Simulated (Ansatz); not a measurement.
**PF2 (quartet): the correlation ladder, def2-TZVPP**

One table from this session's results is given with a row withheld; the runs are named, their logs left out.

The runs use Ansatz 0.2.0, Gaussian basis; def2-TZVPP, core rule «outside noble gas», up to 7 orbitals frozen.

To be run: UHF; ROHF; CCSD(T) on UHF.

2 further runs of the same task are left out: 2 set aside as unsound or not needed.

**The geometry**

The geometry is a PBE0/def2-TZVP stationary point (not a proven minimum) of the parent state, kept for this charge and spin.

3 atoms, charge 0, spin multiplicity 4.

Atoms are counted from 1 here; the program's logs count them from 0.

Bond lengths: F1–P2 1.584 Å, P2–F3 1.584 Å. Angles: F1–P2–F3 98.7°.

Set-up of the first run:

Input file in.yaml:

```yaml
crystal:
  periodic: [false, false, false]
  atoms:
    - {symbol: F, position_ang: [0.000000, -0.463276, 1.202212]}
    - {symbol: P, position_ang: [0.000000, 0.568321, 0.000000]}
    - {symbol: F, position_ang: [0.000000, -0.463276, -1.202212]}
basis:
  gaussian: {orbitals: def2-TZVPP}
magnetization: {spin_polarized: true, initial_magnetization: 3}
hamiltonian: {xc: hf}
output: {orbitals: {seedname: orbitals}}
```

Launch:

```bash
$ ansatz run in.yaml --threads 1 --pin off --events-out ev --progress --plain --max-ram 4096MiB --backend cpu
```

Steps of the session up to this table: UHF; ROHF; CCSD(T) on UHF.

One of the session's tables, all rows but one given; the rest of the session is left out.

| method | from UCCSD(T) (kJ/mol) |
| --- | --- |
| ROHF | ? |
| UHF | +1633.3 |
| UMP2 | +73.0 |
| UCCSD | +52.2 |
| UCCSD(T) | 0 |

Q: Estimate the row for ROHF from the others.

The run gave: from UCCSD(T) (kJ/mol): +1644.3. In the column «from UCCSD(T) (kJ/mol)» it is the highest.
